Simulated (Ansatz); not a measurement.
Input file:

```yaml
crystal:
  periodic: [false, false, false]
  atoms:
    - {symbol: As, position_ang: [0.000000, -0.028456, 0.000000]}
    - {symbol: H, position_ang: [0.000000, 1.057597, -1.972776]}
    - {symbol: H, position_ang: [0.000000, 1.057597, 1.972776]}
basis:
  gaussian: {orbitals: cc-pVDZ}
total_charge: 1
magnetization: {spin_polarized: false, initial_magnetization: 2}
correlation: {method: ccsdt_q, electrons: outside_noble_gas}
```

```sh
$ ansatz run in.yaml --threads 1 --pin off --events-out ev --progress --plain --max-ram 2393MiB
```

The program prints:

```
684 factors; integrals over basis functions are off by at most 9.6e-8 eV
mean field evaluation 1: about -60811.9245 eV, gradient 6.4e0 eV
mean field evaluation 2: about -60811.9319 eV, gradient 6.4e0 eV
mean field evaluation 4: about -60812.2510 eV, gradient 6.6e-1 eV
mean field evaluation 8: about -60812.2564 eV, gradient 8.4e-4 eV
mean field evaluation 16: about -60812.2563 eV, gradient 3.8e-2 eV
mean field evaluation 32: about -60812.3772 eV, gradient 1.1e0 eV
mean field evaluation 64: about -60808.3623 eV, gradient 7.0e0 eV
mean field evaluation 96: about -60811.2246 eV, gradient 1.9e0 eV
mean field evaluation 128: about -60811.4293 eV, gradient 1.9e-1 eV
mean field evaluation 160: about -60808.5789 eV, gradient 2.4e0 eV
...
cycle  11  -3.88660049 eV  change   -1.3e-4 eV  update   1.8e-4
cycle  12  -3.88668025 eV  change   -8.0e-5 eV  update   9.2e-5
cycle  13  -3.88669204 eV  change   -1.2e-5 eV  update   5.4e-5
cycle  14  -3.88664284 eV  change    4.9e-5 eV  update   2.5e-5
cycle  15  -3.88664277 eV  change    6.4e-8 eV  update   1.2e-5
cycle  16  -3.88663590 eV  change    6.9e-6 eV  update   6.3e-6
cycle  17  -3.88663291 eV  change    3.0e-6 eV  update   3.1e-6
cycle  18  -3.88663300 eV  change   -8.5e-8 eV  update   1.7e-6
cycle  19  -3.88663229 eV  change    7.1e-7 eV  update   8.9e-7
cycle  20  -3.88663232 eV  change   -3.0e-8 eV  update   5.9e-7
perturbative correction -0.00885578 eV, -0.0003254441 hartree
Total energy: -60816.15188652 eV, -2234.9523591615 hartree
```

For the same geometry and basis full CI lies 1.7 meV lower.

Ran on 1 thread of Intel Xeon 6975P-C, shared host: 6.5 s wall, 0.18 GiB peak host memory.
